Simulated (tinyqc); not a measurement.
ROHF in the sto-3g basis, for CH2, spin multiplicity 3, step by step (part 1 of 2). Computed by tinyqc, a small Python program that keeps every step (integrals from PySCF). Settings: charge = 0, multiplicity = 3, basis = sto-3g, energy threshold = 1e-09, iteration cap = 76, orthogonalisation = symmetric, start = random, DIIS depth = 3, DIIS from iteration = 3, method = ROHF. Command: `OMP_NUM_THREADS=1 python tinyqc.py 28745 28746 out.jsonl` (the two numbers bound the seeds that draw the settings). One thread of a shared host (Intel(R) Xeon(R) Processor @ 2.60GHz), about 0.1 s of CPU time with the checks. Later iterations appear only in the table of the cycle.

## One-electron integrals

Geometry (angstrom):
```
atom         x          y         z
C     0.000000   0.000000  0.000000
H     0.000000   1.166000  0.521000
H     0.000000  -1.166000  0.521000
```

Basis sto-3g: exponents (1/bohr^2) and contraction coefficients of normalised primitives:
```
element  l (shell)   exponent  coefficient
C            s (1)  71.616837     0.154329
C            s (1)  13.045096     0.535328
C            s (1)   3.530512     0.444635
C            s (2)   2.941249    -0.099967
C            s (2)   0.683483     0.399513
C            s (2)   0.222290     0.700115
C            p (3)   2.941249     0.155916
C            p (3)   0.683483     0.607684
C            p (3)   0.222290     0.391957
H            s (1)   3.425251     0.154329
H            s (1)   0.623914     0.535328
H            s (1)   0.168855     0.444635
```

Overlap, kinetic and nuclear-attraction integrals over the contracted functions; the nuclear repulsion is the sum of Za Zb / Rab.

nuclear repulsion = 5.19920243 hartree

overlap S, lower triangle:
```
           1C 1s     1C 2s    1C 2px     1C 2py    1C 2pz     2H 1s     3H 1s
1C 1s   1.000000
1C 2s   0.248362  1.000000
1C 2px  0.000000  0.000000  1.000000
1C 2py  0.000000  0.000000  0.000000   1.000000
1C 2pz  0.000000  0.000000  0.000000   0.000000  1.000000
2H 1s   0.040375  0.388975  0.000000   0.363170  0.162274  1.000000
3H 1s   0.040375  0.388975  0.000000  -0.363170  0.162274  0.067407  1.000000
```

kinetic energy T (hartree), lower triangle:
```
            1C 1s     1C 2s    1C 2px     1C 2py    1C 2pz      2H 1s     3H 1s
1C 1s   15.891122
1C 2s   -0.085890  0.472250
1C 2px   0.000000  0.000000  1.477728
1C 2py   0.000000  0.000000  0.000000   1.477728
1C 2pz   0.000000  0.000000  0.000000   0.000000  1.477728
2H 1s   -0.011631  0.055814  0.000000   0.146577  0.065495   0.760032
3H 1s   -0.011631  0.055814  0.000000  -0.146577  0.065495  -0.011383  0.760032
```

nuclear attraction V (hartree), lower triangle:
```
             1C 1s      1C 2s     1C 2px     1C 2py     1C 2pz      2H 1s      3H 1s
1C 1s   -34.481455
1C 2s    -4.398050  -6.008754
1C 2px    0.000000   0.000000  -5.905659
1C 2py    0.000000   0.000000   0.000000  -6.058035
1C 2pz   -0.010066  -0.110225   0.000000   0.000000  -5.936082
2H 1s    -0.724862  -1.889322   0.000000  -1.621496  -0.742966  -3.914222
3H 1s    -0.724862  -1.889322   0.000000   1.621496  -0.742966  -0.305847  -3.914222
```

core Hamiltonian H = T + V (hartree), lower triangle:
```
             1C 1s      1C 2s     1C 2px     1C 2py     1C 2pz      2H 1s      3H 1s
1C 1s   -18.590333
1C 2s    -4.483940  -5.536504
1C 2px    0.000000   0.000000  -4.427931
1C 2py    0.000000   0.000000   0.000000  -4.580307
1C 2pz   -0.010066  -0.110225   0.000000   0.000000  -4.458354
2H 1s    -0.736493  -1.833508   0.000000  -1.474919  -0.677471  -3.154191
3H 1s    -0.736493  -1.833508   0.000000   1.474919  -0.677471  -0.317230  -3.154191
```

## Two-electron integrals

Functions are numbered as in S; the eight-fold symmetry (ij|kl) = (ji|kl) = (kl|ij) leaves the list below.

Two-electron integrals (ij|kl) in chemists' order, unique and non-zero (hartree):
```
(11|11) 3.541948    (21|11) 0.576921    (21|21) 0.111888    (22|11) 0.854682
(22|21) 0.205284    (22|22) 0.624709    (31|31) 0.020296    (32|31) 0.030858
(32|32) 0.137996    (33|11) 0.852436    (33|21) 0.205335    (33|22) 0.624568
(33|33) 0.672833    (41|41) 0.020296    (42|41) 0.030858    (42|42) 0.137996
(43|43) 0.036269    (44|11) 0.852436    (44|21) 0.205335    (44|22) 0.624568
(44|33) 0.600295    (44|44) 0.672833    (51|51) 0.020296    (52|51) 0.030858
(52|52) 0.137996    (53|53) 0.036269    (54|54) 0.036269    (55|11) 0.852436
(55|21) 0.205335    (55|22) 0.624568    (55|33) 0.600295    (55|44) 0.600295
(55|55) 0.672833    (61|11) 0.094143    (61|21) 0.018161    (61|22) 0.033307
(61|33) 0.033196    (61|41) 0.000989    (61|42) 0.001860    (61|44) 0.033484
(61|51) 0.000442    (61|52) 0.000831    (61|54) 0.000129    (61|55) 0.033253
(61|61) 0.003011    (62|11) 0.246222    (62|21) 0.060030    (62|22) 0.203624
(62|33) 0.198562    (62|41) 0.005197    (62|42) 0.037262    (62|44) 0.211055
(62|51) 0.002322    (62|52) 0.016650    (62|54) 0.005582    (62|55) 0.201057
(62|61) 0.010176    (62|62) 0.090331    (63|31) 0.005836    (63|32) 0.031590
(63|43) 0.007099    (63|53) 0.003172    (63|63) 0.010512    (64|11) 0.199065
(64|21) 0.049129    (64|22) 0.176701    (64|33) 0.167902    (64|41) 0.009502
(64|42) 0.061281    (64|44) 0.192105    (64|51) 0.001638    (64|52) 0.013266
(64|54) 0.007643    (64|55) 0.169899    (64|61) 0.008679    (64|62) 0.092966
(64|64) 0.104449    (65|11) 0.088948    (65|21) 0.021952    (65|22) 0.078955
(65|33) 0.075023    (65|41) 0.001638    (65|42) 0.013266    (65|44) 0.079494
(65|51) 0.006568    (65|52) 0.037518    (65|54) 0.009096    (65|55) 0.082259
(65|61) 0.003878    (65|62) 0.041540    (65|64) 0.041974    (65|65) 0.029267
(66|11) 0.409816    (66|21) 0.101579    (66|22) 0.393323    (66|33) 0.373036
(66|41) 0.010396    (66|42) 0.102052    (66|44) 0.423322    (66|51) 0.004645
(66|52) 0.045600    (66|54) 0.022469    (66|55) 0.383076    (66|61) 0.017410
(66|62) 0.227609    (66|64) 0.257844    (66|65) 0.115212    (66|66) 0.774606
(71|11) 0.094143    (71|21) 0.018161    (71|22) 0.033307    (71|33) 0.033196
(71|41) -0.000989   (71|42) -0.001860   (71|44) 0.033484    (71|51) 0.000442
(71|52) 0.000831    (71|54) -0.000129   (71|55) 0.033253    (71|61) 0.002908
(71|62) 0.009485    (71|64) 0.007448    (71|65) 0.003624    (71|66) 0.015973
(71|71) 0.003011    (72|11) 0.246222    (72|21) 0.060030    (72|22) 0.203624
(72|33) 0.198562    (72|41) -0.005197   (72|42) -0.037262   (72|44) 0.211055
(72|51) 0.002322    (72|52) 0.016650    (72|54) -0.005582   (72|55) 0.201057
(72|61) 0.009485    (72|62) 0.060260    (72|64) 0.045656    (72|65) 0.026922
(72|66) 0.114765    (72|71) 0.010176    (72|72) 0.090331    (73|31) 0.005836
(73|32) 0.031590    (73|43) -0.007099   (73|53) 0.003172    (73|63) 0.006411
(73|73) 0.010512    (74|11) -0.199065   (74|21) -0.049129   (74|22) -0.176701
(74|33) -0.167902   (74|41) 0.009502    (74|42) 0.061281    (74|44) -0.192105
(74|51) -0.001638   (74|52) -0.013266   (74|54) 0.007643    (74|55) -0.169899
(74|61) -0.007448   (74|62) -0.045656   (74|64) -0.029329   (74|65) -0.020061
(74|66) -0.083345   (74|71) -0.008679   (74|72) -0.092966   (74|74) 0.104449
(75|11) 0.088948    (75|21) 0.021952    (75|22) 0.078955    (75|33) 0.075023
(75|41) -0.001638   (75|42) -0.013266   (75|44) 0.079494    (75|51) 0.006568
(75|52) 0.037518    (75|54) -0.009096   (75|55) 0.082259    (75|61) 0.003624
(75|62) 0.026922    (75|64) 0.020061    (75|65) 0.018193    (75|66) 0.053960
(75|71) 0.003878    (75|72) 0.041540    (75|74) -0.041974   (75|75) 0.029267
(76|11) 0.039662    (76|21) 0.009683    (76|22) 0.033583    (76|33) 0.032817
(76|44) 0.033976    (76|51) 0.000651    (76|52) 0.004870    (76|55) 0.033922
(76|61) 0.001593    (76|62) 0.012701    (76|64) 0.011469    (76|65) 0.006451
(76|66) 0.028961    (76|71) 0.001593    (76|72) 0.012701    (76|74) -0.011469
(76|75) 0.006451    (76|76) 0.002234    (77|11) 0.409816    (77|21) 0.101579
(77|22) 0.393323    (77|33) 0.373036    (77|41) -0.010396   (77|42) -0.102052
(77|44) 0.423322    (77|51) 0.004645    (77|52) 0.045600    (77|54) -0.022469
(77|55) 0.383076    (77|61) 0.015973    (77|62) 0.114765    (77|64) 0.083345
(77|65) 0.053960    (77|66) 0.226706    (77|71) 0.017410    (77|72) 0.227609
(77|74) -0.257844   (77|75) 0.115212    (77|76) 0.028961    (77|77) 0.774606
```

## Orthogonalisation

S = U s U^T; symmetric (Loewdin) form X = U s^(-1/2) U^T, so that X^T S X = 1.

eigenvalues of S: 0.406954  0.451592  0.894757  1.000000  1.075402  1.481001  1.690293

X, lower triangle:
```
            1C 1s      1C 2s    1C 2px     1C 2py     1C 2pz      2H 1s     3H 1s
1C 1s    1.026404
1C 2s   -0.146127   1.176361
1C 2px   0.000000   0.000000  1.000000
1C 2py   0.000000   0.000000  0.000000   1.133082
1C 2pz  -0.006845   0.061849  0.000000   0.000000   1.025148
2H 1s    0.022536  -0.244105  0.000000  -0.235090  -0.099651   1.153510
3H 1s    0.022536  -0.244105  0.000000   0.235090  -0.099651  -0.023206  1.153510
```

## Starting guess

The start is random orthonormal orbitals; D(s) = C_occ C_occ^T for each spin.

D(alpha) at the start, lower triangle:
```
            1C 1s      1C 2s     1C 2px     1C 2py     1C 2pz      2H 1s     3H 1s
1C 1s    0.393970
1C 2s   -0.045435   0.989369
1C 2px   0.215833  -0.427185   0.661022
1C 2py  -0.199633  -0.095599  -0.081682   1.258437
1C 2pz  -0.200719   0.077233  -0.091514  -0.128996   0.951607
2H 1s   -0.253794  -0.276847   0.230178  -0.576363  -0.249583   1.232284
3H 1s   -0.046761  -0.766195  -0.159071   0.397003  -0.372012  -0.013003  1.282070
```

D(beta) at the start, lower triangle:
```
            1C 1s      1C 2s     1C 2px     1C 2py     1C 2pz      2H 1s     3H 1s
1C 1s    0.311730
1C 2s   -0.247983   0.297199
1C 2px   0.180988  -0.311913   0.437080
1C 2py  -0.123955   0.309430  -0.277053   0.941511
1C 2pz  -0.123538  -0.022619   0.242789   0.127907   0.444312
2H 1s   -0.224012  -0.025638   0.057784  -0.804929  -0.010776   1.057861
3H 1s    0.203007  -0.018074  -0.191563   0.016775  -0.406985  -0.225791  0.432048
```

## Iteration 1: building the Fock matrix

J_ij = sum D_kl (ij|kl) with D = D(alpha) + D(beta), K_ij = sum D_kl (ik|jl) for each spin; F = H + J - K(s); E = tr D H + tr D J / 2 - 0.5 sum_s tr D(s) K(s) + E_nn.

Coulomb J (hartree), lower triangle:
```
            1C 1s      1C 2s     1C 2px     1C 2py    1C 2pz     2H 1s     3H 1s
1C 1s    7.388696
1C 2s    1.607379   4.514536
1C 2px  -0.030237  -0.183455   4.448429
1C 2py  -0.006885   0.026558  -0.016955   4.605636
1C 2pz  -0.016367   0.012988   0.010575   0.012726  4.482034
2H 1s    0.260806   1.574189  -0.044641   1.431710  0.635184  3.544152
3H 1s    0.261252   1.532352  -0.039691  -1.369714  0.607866  0.255447  3.322028
```

exchange K(alpha) (hartree), lower triangle:
```
            1C 1s      1C 2s     1C 2px     1C 2py    1C 2pz     2H 1s     3H 1s
1C 1s    1.422511
1C 2s    0.314763   0.711147
1C 2px   0.090242  -0.258413   0.605726
1C 2py  -0.221198  -0.077764   0.016123   0.793286
1C 2pz  -0.224379  -0.158427  -0.052694  -0.065613  0.722536
2H 1s   -0.095962   0.239025  -0.029300   0.216783  0.038819  0.680408
3H 1s    0.031517   0.182644  -0.134737  -0.294770  0.039571  0.011270  0.649196
```

exchange K(beta) (hartree), lower triangle:
```
            1C 1s      1C 2s     1C 2px     1C 2py     1C 2pz     2H 1s     3H 1s
1C 1s    0.883883
1C 2s    0.051540   0.382182
1C 2px   0.079061  -0.225895   0.371821
1C 2py  -0.148655   0.032871  -0.132726   0.538498
1C 2pz  -0.129978  -0.116538   0.144090   0.108332   0.329136
2H 1s   -0.112089   0.201668  -0.079575   0.143895   0.097613  0.567545
3H 1s    0.071178   0.150859  -0.068461  -0.194476  -0.101357  0.014610  0.307043
```

F(alpha) (hartree), lower triangle:
```
             1C 1s      1C 2s     1C 2px     1C 2py     1C 2pz      2H 1s      3H 1s
1C 1s   -12.624148
1C 2s    -3.191324  -1.733115
1C 2px   -0.120479   0.074957  -0.585227
1C 2py    0.214314   0.104321  -0.033078  -0.767957
1C 2pz    0.197946   0.061190   0.063270   0.078338  -0.698856
2H 1s    -0.379724  -0.498344  -0.015341  -0.259992  -0.081105  -0.290447
3H 1s    -0.506758  -0.483801   0.095046   0.399975  -0.109176  -0.073054  -0.481359
```

F(beta) (hartree), lower triangle:
```
             1C 1s      1C 2s     1C 2px     1C 2py     1C 2pz      2H 1s      3H 1s
1C 1s   -12.085520
1C 2s    -2.928101  -1.404151
1C 2px   -0.109298   0.042440  -0.351323
1C 2py    0.141771  -0.006314   0.115771  -0.513169
1C 2pz    0.103545   0.019302  -0.133514  -0.095606  -0.305456
2H 1s    -0.363598  -0.460987   0.034934  -0.187104  -0.139900  -0.177584
3H 1s    -0.546419  -0.452016   0.028769   0.299681   0.031753  -0.076394  -0.139205
```

total energy of this density = -20.59310572 hartree

## Iteration 1: Roothaan effective Fock matrix

With projectors Pc = D(beta) S, Po = (D(alpha) - D(beta)) S, Pv = 1 - D(alpha) S, the block xy is Px^T F Py; with Fc = (F(alpha) + F(beta))/2, the blocks are Fc for cc, oo, vv and cv, F(beta) for co and F(alpha) for ov.

effective F (hartree), lower triangle:
```
             1C 1s      1C 2s     1C 2px     1C 2py     1C 2pz      2H 1s      3H 1s
1C 1s   -12.390406
1C 2s    -3.087536  -1.582045
1C 2px   -0.096397   0.058829  -0.467990
1C 2py    0.174722   0.022186   0.041348  -0.624250
1C 2pz    0.129582   0.037152  -0.041698   0.005330  -0.474840
2H 1s    -0.373248  -0.493310  -0.005257  -0.228652  -0.081567  -0.246061
3H 1s    -0.510411  -0.454640   0.057160   0.376355  -0.023102  -0.051018  -0.316850
```

## Iteration 1: diagonalisation and new density

Diagonalise F' = X^T F X, C = X C', fill 5 alpha and 3 beta electrons from the bottom; D(s) = C_occ C_occ^T. Each column has its largest component positive (the first on a tie).

F' = X^T F X (hartree), lower triangle:
```
            1          2          3          4          5          6          7
1  -12.197681
2   -1.486923  -0.946199
3   -0.106084   0.068041  -0.467990
4    0.168365  -0.019519   0.061525  -0.504612
5    0.110763   0.042395  -0.043621   0.006245  -0.474887
6    0.035515  -0.262734  -0.029489  -0.128151  -0.055864  -0.027933
7   -0.054802  -0.177563   0.063400   0.285324   0.022615  -0.004958  -0.088680
```

orbital energies (hartree): MO1 -12.395574, MO2 -0.892226, MO3 -0.668107, MO4 -0.520949, MO5 -0.420784, MO6 0.078892, MO7 0.110765

coefficients C:
```
              MO1        MO2        MO3        MO4        MO5        MO6        MO7
1C 1s    0.999030  -0.241236   0.025710  -0.037911  -0.039531   0.126247  -0.008185
1C 2s    0.004525   0.966893   0.004503   0.174734   0.104411  -0.742316   0.028070
1C 2px   0.008085  -0.200416  -0.065586   0.618071   0.742413  -0.005845   0.149142
1C 2py  -0.014280   0.078524   0.856906  -0.101842   0.023407   0.116707   0.793229
1C 2pz  -0.009337  -0.045826   0.077104   0.762989  -0.656596  -0.219672   0.070728
2H 1s   -0.005316   0.084173  -0.014736   0.114996   0.092683   0.890787  -0.796098
3H 1s   -0.003847   0.003026  -0.296636  -0.175563  -0.048386   0.758228   0.871967
```

D(alpha) after iteration 1, lower triangle:
```
            1C 1s      1C 2s     1C 2px     1C 2py     1C 2pz      2H 1s     3H 1s
1C 1s    1.059916
1C 2s   -0.239365   0.976356
1C 2px   0.001959  -0.008525   0.977722
1C 2py  -0.008242   0.064367  -0.117622   0.751577
1C 2pz   0.000740   0.020761  -0.011833  -0.030467   1.021403
2H 1s   -0.034019   0.111067   0.123938  -0.015484   0.021941   0.029145
3H 1s   -0.003632  -0.034157  -0.125615  -0.237150  -0.125157  -0.020027  0.121181
```

D(beta) after iteration 1, lower triangle:
```
            1C 1s      1C 2s     1C 2px     1C 2py     1C 2pz     2H 1s     3H 1s
1C 1s    1.056916
1C 2s   -0.228613   0.934922
1C 2px   0.054738  -0.194039   0.044533
1C 2py  -0.011177   0.079719  -0.072054   0.740658
1C 2pz   0.003709  -0.044004   0.004052   0.062606   0.008132
2H 1s   -0.025996   0.081296  -0.015946  -0.005942  -0.004944  0.007331
3H 1s   -0.012200   0.001572   0.018818  -0.253897  -0.022975  0.004646  0.088017
```

## Iteration 2: building the Fock matrix

As before.

Coulomb J (hartree), lower triangle:
```
            1C 1s      1C 2s     1C 2px     1C 2py    1C 2pz     2H 1s     3H 1s
1C 1s   11.939831
1C 2s    2.318063   5.325431
1C 2px  -0.010186  -0.052332   5.294694
1C 2py  -0.000639  -0.020887  -0.010709   5.366612
1C 2pz   0.000358   0.012728  -0.000557  -0.003879  5.298421
2H 1s    0.377324   1.684782  -0.013978   1.441345  0.643756  3.170998
3H 1s    0.377437   1.712678  -0.010353  -1.484503  0.657896  0.277976  3.312716
```

exchange K(alpha) (hartree), lower triangle:
```
            1C 1s      1C 2s     1C 2px     1C 2py    1C 2pz     2H 1s     3H 1s
1C 1s    3.639438
1C 2s    0.665049   1.060891
1C 2px  -0.000370  -0.006424   0.871856
1C 2py  -0.002063   0.001975  -0.031202   0.828841
1C 2pz   0.000655   0.007165  -0.007663  -0.015187  0.887425
2H 1s    0.112483   0.361875   0.019214   0.236080  0.117549  0.276385
3H 1s    0.114323   0.355431  -0.025545  -0.319757  0.096519  0.048050  0.371556
```

exchange K(beta) (hartree), lower triangle:
```
            1C 1s      1C 2s     1C 2px     1C 2py    1C 2pz     2H 1s     3H 1s
1C 1s    3.597065
1C 2s    0.605548   0.773809
1C 2px   0.002053  -0.134378   0.202675
1C 2py  -0.001458  -0.003465  -0.051950   0.750565
1C 2pz  -0.008953  -0.023460   0.002804   0.019122  0.178902
2H 1s    0.100167   0.275150  -0.060193   0.214557  0.023963  0.209231
3H 1s    0.101385   0.287932  -0.023004  -0.300914  0.018469  0.025652  0.333987
```

F(alpha) (hartree), lower triangle:
```
             1C 1s      1C 2s     1C 2px     1C 2py     1C 2pz      2H 1s      3H 1s
1C 1s   -10.289940
1C 2s    -2.830926  -1.271964
1C 2px   -0.009816  -0.045907  -0.005093
1C 2py    0.001424  -0.022861   0.020493  -0.042536
1C 2pz   -0.010362  -0.104662   0.007106   0.011308  -0.047357
2H 1s    -0.471651  -0.510601  -0.033192  -0.269654  -0.151264  -0.259577
3H 1s    -0.473379  -0.476261   0.015191   0.310173  -0.116094  -0.087304  -0.213031
```

F(beta) (hartree), lower triangle:
```
             1C 1s      1C 2s     1C 2px     1C 2py     1C 2pz      2H 1s      3H 1s
1C 1s   -10.247567
1C 2s    -2.771425  -0.984882
1C 2px   -0.012239   0.082046   0.664089
1C 2py    0.000820  -0.017421   0.041241   0.035740
1C 2pz   -0.000755  -0.074037  -0.003361  -0.023001   0.661166
2H 1s    -0.459335  -0.423875   0.046215  -0.248131  -0.057678  -0.192424
3H 1s    -0.460441  -0.408762   0.012651   0.291331  -0.038044  -0.064906  -0.175461
```

total energy of this density = -37.74222015 hartree

## Iteration 2: Roothaan effective Fock matrix

As before.

effective F (hartree), lower triangle:
```
             1C 1s      1C 2s     1C 2px     1C 2py     1C 2pz      2H 1s      3H 1s
1C 1s   -10.268778
1C 2s    -2.800099  -1.120695
1C 2px   -0.005217   0.036691   0.314903
1C 2py    0.001447  -0.021386   0.017958  -0.005077
1C 2pz   -0.002575  -0.084857  -0.002746  -0.004390   0.307364
2H 1s    -0.463839  -0.456251   0.034159  -0.260177  -0.085118  -0.207304
3H 1s    -0.466825  -0.440909   0.023300   0.301749  -0.067520  -0.071734  -0.192927
```
